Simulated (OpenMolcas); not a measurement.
## HNO3 (peroxynitrous acid): the vertical energy of the triplet above the singlet from total energies

The species is HNO3 (5 atoms), meant as a singlet with charge 0. As SMILES, `O=NOO`. Geometry: relaxed at GFN2-xTB. This is one conformer, not always the lowest.

Both states at this one shape; open shells run unrestricted unless said. 1 Eh = 27.2114 eV.

| level | program | singlet HNO3 (Eh) | triplet HNO3 (Eh) |
| --- | --- | --- | --- |
| CCSD(T)/ANO-L-VDZ, open shells restricted, 4 core orbitals frozen | OpenMolcas | -279.808770 | -279.695976 |
| CCSD(T)/ANO-L-VDZP, open shells restricted, 4 core orbitals frozen | OpenMolcas | -280.263203 | -280.139928 |

**Question.** Work out the vertical gap, second state less first, at each level.

**Answer.** 
1. CCSD(T)/ANO-L-VDZ, open shells restricted: -279.695976 − (-279.808770) = 0.112794 Eh = 3.07 eV.
2. CCSD(T)/ANO-L-VDZP, open shells restricted: -280.139928 − (-280.263203) = 0.123275 Eh = 3.35 eV.

No measured value is set beside it here; the levels span 3.07 to 3.35 eV.
